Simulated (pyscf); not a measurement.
Thermochemistry of product channels of H₃C–In [singlet] + hydrogen fluoride (HF) on the singlet surface, in kcal/mol, from CCSD(T)/def2-TZVPP + ΔMP2(QZVPP) energies (ideal gas, 1 atm, RRHO with modes under 100 cm⁻¹ raised to 100, one conformer, R ln 2 for chiral ones without a mode under 150 cm⁻¹). Single points on ωB97X-D3(BJ)/def2-SVP structures (PySCF, gas phase). Correlated levels are frozen-core, on RHF or UHF. ΔMP2 is the change of the MP2 total energy from the triple- to the quadruple-zeta basis.

```json
[
 {"products": "H₃C–InH–F", "ΔE": "[?]", "ΔH(298 K)": "-17.1", "ΔG(600 K)": "-0.3", "ΔG(900 K)": "[?]"},
 {"products": "F–In [singlet] + methane (CH₄)", "ΔE": "-42.9", "ΔH(298 K)": "-41.3", "ΔG(600 K)": "-39.5", "ΔG(900 K)": "-38.1"},
 {"products": "InH [singlet] + fluoromethane (H₃C–F)", "ΔE": "[?]", "ΔH(298 K)": "+20.5", "ΔG(600 K)": "+21.2", "ΔG(900 K)": "+22.0"}
]
```

Fill in the missing entries.


- H₃C–InH–F, ΔE: -16.5
- H₃C–InH–F, ΔG(900 K): +7.7
- InH [singlet] + fluoromethane (H₃C–F), ΔE: +21.0

The channel to H₃C–InH–F turns unfavourable between 298 and 1200 K (ΔG from -8.7 kcal/mol to +15.4 kcal/mol).

These are energies of the channels, which say nothing of barriers. The CCSD(T) − MP2 part came from Ansatz, without density fitting, on the same reference. The frozen core leaves the outer d or s,p core shells of the metals and heavy elements correlated in the MP2 and CC values, and def2-TZVPP describes them poorly, which can shift differences by a few kcal/mol. Elements past Kr carry the def2 core potentials, without spin-orbit coupling.
